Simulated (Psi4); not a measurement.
# SiH3Cl (SMILES [SiH3]Cl): CCSD(T)/aug-cc-pVDZ

What is the vertical singlet–triplet gap of SiH3Cl at CCSD(T)/aug-cc-pVDZ? 

The results are computed with Psi4 1.11.

9 further runs of the same task are left out: 7 that didn't finish, 2 set aside as unsound or not needed.

## Step 1: The system as given

The species is SiH3Cl (5 atoms), meant as a singlet with charge 0. SMILES: `[SiH3]Cl`. The coordinates come from a PBE0-D4/def2-TZVP relaxation.

Bond lengths: Si1–Cl2 2.054 Å, Si1–H3 1.481 Å, Si1–H4 1.481 Å, Si1–H5 1.481 Å. Angles: Cl2–Si1–H3 108.5°, Cl2–Si1–H4 108.5°, Cl2–Si1–H5 108.5°, H3–Si1–H4 110.4°, H3–Si1–H5 110.4°, H4–Si1–H5 110.4°.

## Step 2: A single-point energy at CCSD(T)/aug-cc-pVDZ

File run.py:

```python
import psi4

psi4.set_memory('1600 MB')
psi4.set_num_threads(1)
psi4.set_output_file('output.dat', False)

mol = psi4.geometry("""
Si    -0.21164933     0.03514891    -0.05839254
Cl     3.47388353    -0.97037436     0.62342065
H     -1.79694057    -0.92275327     2.03920346
H     -1.01043656    -1.10681259    -2.48480088
H     -0.36055974     2.82589645    -0.19785433
units au
symmetry c1
""")

psi4.set_options(dict(basis='aug-cc-pVDZ', puream=True, e_convergence=1e-09, d_convergence=1e-08, scf_type='pk', num_frozen_docc=10))

e, wfn = psi4.energy("ccsd(t)", molecule=mol, return_wfn=True)
print('E =', round(e, 9))
for k, v in sorted(psi4.core.scalar_variables().items()):
    print(f'{k:45s} {v:18.10f}')
```

Launch:

```
$ python run.py
```

output.dat, shortened:

```text
[...]
  Running in c1 symmetry.
[...]
  Nuclear repulsion =   86.337218276030725
[...]
  Multiplicity = 1
[...]
  Nalpha       = 17
  Nbeta        = 17
[...]
    Number of basis functions: 81
[...]
   @RHF iter   1:  -750.20261462602116   -3.77230e-01   1.72363e-03 DIIS/ADIIS
[...]
   @RHF iter  10:  -750.22554075704556   -2.72848e-12   1.43834e-09 DIIS
[...]
    Orbital Energies [Eh]
    ---------------------
    Doubly Occupied:
       1A   -104.828706     2A    -68.836850     3A    -10.557329
       4A     -8.024599     5A     -8.021953     6A     -8.021953
       7A     -6.180548     8A     -4.287705     9A     -4.286098
      10A     -4.286098    11A     -1.101954    12A     -0.734930
      13A     -0.530749    14A     -0.530744    15A     -0.530732
      16A     -0.451425    17A     -0.451418
[...]
  @RHF Final Energy:  -750.22554075704556
   => Energetics <=
    Nuclear Repulsion Energy =             86.3372182760307254
    One-Electron Energy =               -1209.7979367582454415
    Two-Electron Energy =                 373.2351777251692511
    Total Energy =                       -750.2255407570455645
[...]
 Multipole Moments:
 ------------------------------------------------------------------------------------
     Multipole            Electronic (a.u.)      Nuclear  (a.u.)        Total (a.u.)
 ------------------------------------------------------------------------------------
 L = 1.  Multiply by 2.5417464519 to convert [e a0] to [Debye]
 Dipole X            :          4.4078692           -4.9863141           -0.5784449
 Dipole Y            :         -1.2024612            1.3603234            0.1578622
 Dipole Z            :          0.8152083           -0.9222995           -0.1070912
 Magnitude           :                                                    0.6090874
[...]
      * MP2 total energy                      = -750.482038017267996
[...]
      * CCSD total energy                     = -750.517457512565670
[...]
      * CCSD(T) total energy                  = -750.524668527408380
```

Standard output:

```text
E = -750.524668527
(T) CORRECTION ENERGY                              -0.0072110148
CC D1 DIAGNOSTIC                                    0.0172770259
CC D2 DIAGNOSTIC                                    0.1459482209
CC NEW D1 DIAGNOSTIC                                0.0172770259
CC T1 DIAGNOSTIC                                    0.0090047909
CCSD CORRELATION ENERGY                            -0.2919167555
CCSD DOUBLES ENERGY                                -0.2919167555
CCSD ITERATIONS                                    15.0000000000
CCSD OPPOSITE-SPIN CORRELATION ENERGY              -0.2381239112
CCSD SAME-SPIN CORRELATION ENERGY                  -0.0537928443
CCSD SINGLES ENERGY                                 0.0000000000
CCSD TOTAL ENERGY                                -750.5174575126
CCSD(T) CORRELATION ENERGY                         -0.2991277704
CCSD(T) TOTAL ENERGY                             -750.5246685274
CURRENT CORRELATION ENERGY                         -0.2991277704
CURRENT ENERGY                                   -750.5246685274
CURRENT REFERENCE ENERGY                         -750.2255407570
DD SOLVATION ENERGY                                 0.0000000000
HF KINETIC ENERGY                                 750.1996951972
HF POTENTIAL ENERGY                             -1500.4252359543
HF TOTAL ENERGY                                  -750.2255407570
HF VIRIAL RATIO                                     2.0000344516
MP2 CORRELATION ENERGY                             -0.2564972602
MP2 DOUBLES ENERGY                                 -0.2564972602
MP2 OPPOSITE-SPIN CORRELATION ENERGY               -0.2014901227
MP2 SAME-SPIN CORRELATION ENERGY                   -0.0550071375
MP2 SINGLES ENERGY                                 -0.0000000000
MP2 TOTAL ENERGY                                 -750.4820380173
NUCLEAR REPULSION ENERGY                           86.3372182760
ONE-ELECTRON ENERGY                             -1209.7979367582
PCM POLARIZATION ENERGY                             0.0000000000
PE ENERGY                                           0.0000000000
SCF ITERATION ENERGY                             -750.2255407570
SCF ITERATIONS                                     10.0000000000
SCF TOTAL ENERGY                                 -750.2255407570
TWO-ELECTRON ENERGY                               373.2351777252
```

It took 25 s on 1 thread of Intel Xeon Platinum 8259CL at 2.50GHz (Skylake/Cascade Lake), shared host; peak memory 0.53 GiB.

## Step 3: The triplet

File clh3si.xyz:

```xyz
5
ClH3Si
Si    -0.112000     0.018600    -0.030900
Cl     1.838300    -0.513500     0.329900
H     -0.950900    -0.488300     1.079100
H     -0.534700    -0.585700    -1.314900
H     -0.190800     1.495400    -0.104700
```

File calc.py:

```python
import psi4

psi4.set_memory(1600000000)
psi4.set_num_threads(1)
psi4.set_output_file('clh3si.out', False)

with open('clh3si.xyz') as f:
    atoms = ''.join(f.readlines()[2:])
m = psi4.geometry('0 3\n' + atoms + 'symmetry c1\nno_reorient\nno_com')

psi4.set_options({
    'reference': 'uhf',
    'puream': True,
    'e_convergence': 1e-09,
    'd_convergence': 1e-08,
    'scf_type': 'pk',
    'num_frozen_docc': 10,
    'maxiter': 100,
})

E, wfn = psi4.energy('ccsd(t)/aug-cc-pVDZ', molecule=m, return_wfn=True)
print(f'total energy {E:.8f} hartree = {E * 27.211386:.5f} eV')
```

Launch:

```
$ python calc.py
```

clh3si.out, shortened:

```text
[...]
  Running in c1 symmetry.
[...]
  Nuclear repulsion =   86.337218216617615
[...]
  Multiplicity = 3
[...]
  Nalpha       = 18
  Nbeta        = 16
[...]
    Number of basis functions: 81
[...]
   @UHF iter   1:  -749.90271392998682   -7.73296e-02   1.75560e-03 DIIS/ADIIS
[...]
   @UHF iter  23:  -749.94999358713483   -1.09139e-11   7.14590e-09 DIIS
[...]
   @S^2 Observed:                2.012529110E+00
[...]
    Orbital Energies [Eh]
    ---------------------
    Alpha Occupied:
       1A   -104.990077     2A    -68.810486     3A    -10.719236
       4A     -8.201540     5A     -8.180079     6A     -8.176353
       7A     -6.162172     8A     -4.272751     9A     -4.265437
      10A     -4.265221    11A     -1.278575    12A     -0.781470
      13A     -0.689431    14A     -0.624295    15A     -0.621171
      16A     -0.502520    17A     -0.485949    18A     -0.138141
    Alpha Virtual:
      19A      0.034547    20A      0.051777    21A      0.054275
      22A      0.074664    23A      0.087689    24A      0.089392
      25A      0.097380    26A      0.121245    27A      0.128883
[...]
  @UHF Final Energy:  -749.94999358713483
   => Energetics <=
    Nuclear Repulsion Energy =             86.3372182166176145
    One-Electron Energy =               -1207.4409006787900580
    Two-Electron Energy =                 371.1536888750375169
    Total Energy =                       -749.9499935871349408
  UHF NO Occupations:
  HONO-2 :   16  A 1.9963866
  HONO-1 :   17  A 1.0000000
[...]
 Multipole Moments:
 ------------------------------------------------------------------------------------
     Multipole            Electronic (a.u.)      Nuclear  (a.u.)        Total (a.u.)
 ------------------------------------------------------------------------------------
 L = 1.  Multiply by 2.5417464519 to convert [e a0] to [Debye]
 Dipole X            :        -52.0528787           52.9249927            0.8721140
 Dipole Y            :         14.9488312          -15.2079489           -0.2591177
 Dipole Z            :         -8.9376400            9.1372038            0.1995638
 Magnitude           :                                                    0.9314239
[...]
      * MP2 total energy                      = -750.199010077464550
[...]
      * CCSD total energy                     = -750.244887292587805
[...]
      * CCSD(T) total energy                     = -750.255348727598630
```

The script printed:

```text
total energy -750.25534873 hartree = -20415.48789 eV
```

Run time: 79 s. Hardware: 1 thread of Intel Xeon Platinum 8259CL at 2.50GHz (Skylake/Cascade Lake), shared host; peak memory 0.53 GiB.

## Step 4: Results

Level: CCSD(T)/aug-cc-pVDZ, 10 core orbitals frozen.

| quantity | value |
| --- | --- |
| singlet: total energy | -750.52467 Eh |
| singlet: HOMO energy (Hartree–Fock orbitals) | -12.28 eV |
| singlet: LUMO energy (Hartree–Fock orbitals) | 1.04 eV |
| singlet: HOMO–LUMO gap (Hartree–Fock orbitals) | 13.33 eV |
| singlet: correlation energy (10 core orbitals frozen) | -299.1 mEh |
| singlet: (T) correction | -7.21 mEh |
| singlet: T1 diagnostic | 0.009 |
| triplet: total energy | -750.25535 Eh |
| triplet: HOMO energy (Hartree–Fock orbitals) (highest over α and β) | -3.76 eV |
| triplet: correlation energy (10 core orbitals frozen) | -305.4 mEh |
| triplet: (T) correction | -10.46 mEh |
| triplet: ⟨S²⟩ of the reference determinant | 2.013 |
| triplet: T1 diagnostic | 0.080 |
| vertical energy of the triplet above the singlet | 7.329 eV |

What this shows: At this shape the triplet lies 7.33 eV (169 kcal/mol) above the singlet. The triples (singlet) make up 2.4 % of the correlation energy. The T1 diagnostic (triplet) of 0.080 is above the customary mark for such species, so a single reference may not serve. The triples (triplet) make up 3.4 % of the correlation energy.
